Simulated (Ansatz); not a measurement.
Molecule: beryllium hydride, BeH, net charge 0, doublet state. SMILES: [BeH]
Geometry: optimised at B3LYP-D3(BJ)/def2-TZVP (Ansatz, a quantum-chemistry and plane-wave program).

Computed values are from Ansatz. Cores are frozen in the correlated levels unless marked. UHF or UKS for open shells. No spin-orbit coupling. Non-relativistic. CBS marks a two-point X^-3 extrapolation of the correlation energy; Hartree-Fock from the larger set.

```
Item                                                                                                             Result
-------------------------------------------  --------------------------------------------------------------------------
atomisation energy De                                              211.2 kJ/mol at CCSD(T)/CBS(def2-TZVPPD,def2-QZVPPD)
vertical ionisation energy (to the singlet)                             8.30 eV at CCSD(T)/CBS(def2-TZVPPD,def2-QZVPPD)
total energy                                                        -15.1992 Eh at CCSD(T)/CBS(def2-TZVPPD,def2-QZVPPD)
dipole moment                                                                               0.28 D at CCSD(T)/def2-SVPD
T1 diagnostic                                                                                 0.014 at CCSD/def2-QZVPPD
measured enthalpy of formation, 298 K        341.8 kJ/mol (G2/97 table in ASE (Curtiss et al.); older table, unchecked)
measured ionisation energy, adiabatic                             8.21 eV (CCCBDB table in ASE; older table, unchecked)
```
